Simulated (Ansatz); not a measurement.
**C₃H₆O₃: a ladder of functionals and wavefunction methods**

The task here is to estimate one member of a computed series from the others.

Method: functionals in def2-TZVPP, the program's frozen cores in correlated methods; program: Ansatz 0.2.0, Gaussian basis.

Plan: PBE-D4, r2SCAN-D4, PBE0-D4, B3LYP-D4, ωB97X-V, ωB97M-V, B2PLYP; CCSD(T)/def2-TZVPP; MP2/def2-QZVPP; extrapolation to the limit.

## Structure used throughout

The geometry comes from an earlier relaxation with PBE0-D4 in a triple-zeta def2 set; it is a stationary point, not always the lowest conformer.

12 atoms, charge 0, spin multiplicity 1.

Atoms are counted from 1 here; the program's logs count them from 0.

Bond lengths: C1–O2 1.413 Å, C1–H7 1.091 Å, C1–H8 1.096 Å, C1–H9 1.096 Å, O2–C3 1.379 Å, C3–C4 1.333 Å, C3–H10 1.082 Å, C4–O5 1.348 Å, C4–O6 1.340 Å, O5–H11 0.968 Å, O6–H12 0.963 Å. Angles: O2–C1–H7 107.3°, O2–C1–H8 111.3°, O2–C1–H9 110.9°, H7–C1–H8 109.8°, H7–C1–H9 109.0°, H8–C1–H9 108.7°, C1–O2–C3 113.1°, O2–C3–C4 117.2°, O2–C3–H10 119.2°, C4–C3–H10 123.5°, C3–C4–O5 123.0°, C3–C4–O6 123.9°, O5–C4–O6 113.1°, C4–O5–H11 106.1°, C4–O6–H12 107.7°.

The first run:

Contents of in.yaml:

```yaml
crystal:
  periodic: [false, false, false]
  atoms:
    - {symbol: C, position_ang: [-0.108530, -1.963381, -0.227966]}
    - {symbol: O, position_ang: [-0.649571, -0.801235, 0.365692]}
    - {symbol: C, position_ang: [0.303917, 0.150840, 0.660951]}
    - {symbol: C, position_ang: [0.148911, 1.357451, 0.117101]}
    - {symbol: O, position_ang: [-0.873630, 1.666707, -0.704868]}
    - {symbol: O, position_ang: [0.978210, 2.386840, 0.335398]}
    - {symbol: H, position_ang: [-0.936728, -2.648315, -0.412861]}
    - {symbol: H, position_ang: [0.396099, -1.729008, -1.172110]}
    - {symbol: H, position_ang: [0.610715, -2.446013, 0.443879]}
    - {symbol: H, position_ang: [1.099668, -0.095009, 1.352157]}
    - {symbol: H, position_ang: [-1.437537, 0.880635, -0.738289]}
    - {symbol: H, position_ang: [0.545577, 3.185288, 0.014815]}
basis:
  gaussian: {orbitals: def2-TZVPP}
hamiltonian: {xc: pbe, dispersion: d4}
output: {forces: true, orbitals: {seedname: orbitals}}
```

The run is started by

```bash
$ ansatz run in.yaml --threads 4 --pin off --events-out ev --progress --plain --max-ram 10444MiB
```

Steps of the session up to this table: PBE-D4 (GGA); r2SCAN-D4 (meta-GGA); PBE0-D4 (hybrid); B3LYP-D4 (hybrid); ωB97X-V (range-separated); ωB97M-V (range-separated); B2PLYP (double hybrid); CCSD(T) in def2-TZVPP; MP2 in def2-QZVPP.

One of the session's tables, all rows but one given; the rest of the session is left out.

It belongs to the step «Atomisation energies». 

```
            method  atomisation energy (kcal/mol)
            PBE-D4                         1199.4
         r2SCAN-D4                         1162.9
           PBE0-D4                         1163.6
          B3LYP-D4                         1156.3
           ωB97X-V                         1158.7
           ωB97M-V                         1161.9
            B2PLYP                         1145.2
     HF/def2-TZVPP                              ?
    MP2/def2-TZVPP                         1156.0
   CCSD/def2-TZVPP                         1102.9
CCSD(T)/def2-TZVPP                         1124.8
           MP2/CBS                         1188.7
       CCSD(T)/CBS                         1157.6
```

**Question.** Estimate the row for HF/def2-TZVPP.

As computed: atomisation energy (kcal/mol): 792.9. In the column «atomisation energy (kcal/mol)» it is the lowest.
